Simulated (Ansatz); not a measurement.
**How well does each level of theory give the cohesive energy of fcc Al?**

Reference value: 3.43 eV/atom (measured, static lattice: zero-point vibration energy added; as tabulated in Mejia-Rodriguez and Trickey (2018), arXiv:1807.09216).

| level (code) | value (eV/atom) | cell (Å³/atom) | error (eV/atom) |
|---|---|---|---|
| LDA (Ansatz) | 4.00 | 15.79 | +0.57 |
| PBE (Ansatz) | 3.43 | 16.48 | 0.00 |
| r²SCAN (Ansatz) | 3.59 | 15.90 | +0.16 |
| PBE0 (Ansatz) | 3.40 | 16.15 | -0.03 |

Nearest, and too close to rank with a margin of 0.03 eV/atom (twice that across the reference) picked here for doubts on the reference and the settings: PBE (0.00 eV/atom), PBE0 (-0.03 eV/atom). LDA (+0.57 eV/atom) misses by most. Within 0.2 eV/atom: PBE, r²SCAN, PBE0. Of the first-principles levels, DFT without exact exchange (PBE, r²SCAN) would do here.

Each level is taken at its own relaxed cell. Cutoffs and k meshes differ between the levels. Ansatz's density-functional and Hartree–Fock values are scalar-relativistic unless marked +SOC, with PAW data made under PBE.

Differences are worked out from the printed values.

Ansatz is a quantum-chemistry and plane-wave program.
